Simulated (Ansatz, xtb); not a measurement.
Relative energy of two structures of BHSSi

Structure X: `[SiH]B=S`, a singlet. Structure Y: a triplet given by its coordinates. Both are isolated molecules in the gas phase, relaxed with PBE0-D3(BJ)/pcseg-1; the shapes shown needn't be the lowest conformers.

X (Å):

```xyz
4

B    -3.1979   -2.3280   -2.3439
S    -3.5007   -3.3848   -3.5352
Si   -2.9545   -1.0949   -0.7765
H    -1.8108   -0.3839   -1.4975
```

Y (Å):

```xyz
4

B    -0.2666   -0.7719    0.3945
S    -0.8004    0.0441    1.8137
Si    0.5064    1.1003    0.1634
H    -0.2297   -1.7634   -0.2619
```

Close contacts (Å): B1–S2 1.72, B1–Si3 2.04, S2–Si3 2.36, B1–H4 1.19.

Task: Which of the two would you expect CCSD(T)/def2-TZVPP electronic energies to favour?

Result: Structure X; the calculation gives E(Y) − E(X) = +0.646 eV.

Level by level:

| level | geometry | E(Y) − E(X) (eV) | departure from the last row (eV) | job, with rough time for the two |
| --- | --- | --- | --- | --- |
| PBE0-D3(BJ)/pcseg-1 | PBE0-D3(BJ)/pcseg-1 | +0.450 | −0.197 | optimisation, 26 s |
| HF/def2-TZVPP | PBE0-D3(BJ)/pcseg-1 | +0.342 | −0.304 | part of the CCSD(T) run |
| MP2/def2-TZVPP | PBE0-D3(BJ)/pcseg-1 | +0.619 | −0.027 | part of the CCSD(T) run |
| CCSD(T)/def2-TZVPP | PBE0-D3(BJ)/pcseg-1 | +0.646 |  | single point, 28 s |

None of the levels shown reverses the order. The largest departure from CCSD(T)/def2-TZVPP is that of HF/def2-TZVPP, 0.304 eV. At CCSD(T)/def2-TZVPP a singlet with the links of Y lies below this triplet. Levels run at GFN2-xTB geometries aren't shown.

With harmonic frequencies from PBE0-D3(BJ)/pcseg-1 (ideal gas, rigid rotor, one conformer each, 600 K, 1 atm): the zero-point term adds +0.053 eV; ΔH is +0.681 and ΔG +0.668 eV.

The T1 diagnostic of structure X is large, so the coupled-cluster value is less sure. Open shells are spin-unrestricted. The correlated steps freeze 11 core orbitals. ΔG holds the spin degeneracy. Run with Ansatz 0.2.0; the last row on 1 thread of Intel(R) Xeon(R) 6975P-C (Granite Rapids) on a shared host.
